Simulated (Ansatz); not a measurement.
# BSiH (singlet): from Hartree-Fock to the top rungs at angle B2–Si1–H3 = 73.5°, 6-31G

How much of the correlation energy of BSiH (singlet) does each wave-function method recover here?

Program: Ansatz 0.2.0, Gaussian basis. Level of theory: 6-31G, core rule «outside noble gas», up to 6 orbitals frozen. These are calculated values, not measurements.

To be run: UHF; CCSD(T) on RHF; CCSD(T) on UHF; BCCD(T) on RHF; CISD; CCSDT(Q) on RHF; CCSDT(Q) on UHF; CCSDTQ on RHF; CCSDTQ on UHF; CASSCF and MRCISD+Q, 2 electrons in 2 orbitals; CASSCF and NEVPT2, 2 electrons in 2 orbitals; CASSCF and MRCISD+Q, 8 electrons in 9 orbitals; CASSCF and NEVPT2, 8 electrons in 9 orbitals; Full CI.

11 further runs of the same task are left out: 9 that didn't finish, 2 set aside as unsound or not needed.

### Step 1. What is computed

The geometry derives from a PBE0/def2-TZVP stationary point (not a proven minimum). One angle is set to the value named; bond lengths are kept.

3 atoms, charge 0, spin multiplicity 1.

Atoms are counted from 1 here; the program's logs count them from 0.

Bond lengths: Si1–B2 2.039 Å, Si1–H3 1.516 Å. Angles: B2–Si1–H3 73.5°.

### Step 2. UHF

Input file in.yaml:

```yaml
crystal:
  periodic: [false, false, false]
  atoms:
    - {symbol: Si, position_ang: [-0.473204, 0.000000, 0.307540]}
    - {symbol: B, position_ang: [1.160197, 0.000000, -0.912179]}
    - {symbol: H, position_ang: [0.741389, 0.000000, 1.214519]}
basis:
  gaussian: {orbitals: 6-31G}
magnetization: {spin_polarized: true, initial_magnetization: 0}
hamiltonian: {xc: hf}
output: {orbitals: {seedname: orbitals}}
```

Launch:

```sh
$ ansatz run in.yaml --threads 1 --pin off --events-out ev --progress --plain --max-ram 2393MiB
```

After this run come: CCSD(T) on RHF; CCSD(T) on UHF; BCCD(T) on RHF; CISD; CCSDT(Q) on RHF; CCSDT(Q) on UHF; CCSDTQ on RHF; CCSDTQ on UHF; CASSCF and MRCISD+Q, 2 electrons in 2 orbitals; CASSCF and NEVPT2, 2 electrons in 2 orbitals; CASSCF and MRCISD+Q, 8 electrons in 9 orbitals; CASSCF and NEVPT2, 8 electrons in 9 orbitals; Full CI.

Before running them: what should the planned runs give, taken together? Wanted: FCI below the RHF energy; RMP2 from FCI; RCCSD from FCI; RCCSD(T) from FCI; RCCSDT(Q) from FCI; NEVPT2 valence from FCI; MRCISD+Q valence from FCI; T1 diagnostic; effectively unpaired electrons.

As calculated:

| quantity | value |
| --- | --- |
| FCI below the RHF energy | -3.9242 eV |
| RMP2 from FCI | +1289.6 meV |
| RCCSD from FCI | +326.1 meV |
| RCCSD(T) from FCI | +73.9 meV |
| RCCSDT(Q) from FCI | -4.0 meV |
| NEVPT2 valence from FCI | +222.5 meV |
| MRCISD+Q valence from FCI | +9.0 meV |
| levels within 1 kcal/mol (43 meV) | RCCSDT, RCCSDT(Q), RCCSDTQ, MRCISD valence, MRCISD+Q valence |
| T1 diagnostic | 0.060 |
| effectively unpaired electrons | 0.61 |

RCCSD(T) misses by +73.9 meV, 1.9 % of the correlation energy. RCCSDT(Q) falls below full CI, which methods that aren't variational can do. The occupations show some static correlation. Of the multireference levels listed MRCISD+Q valence comes nearest in total energy (+9.0 meV), which doesn't show that its space is the better one. Coupled cluster took another determinant than the lowest Hartree-Fock one. These misses are within one basis, not against nature.
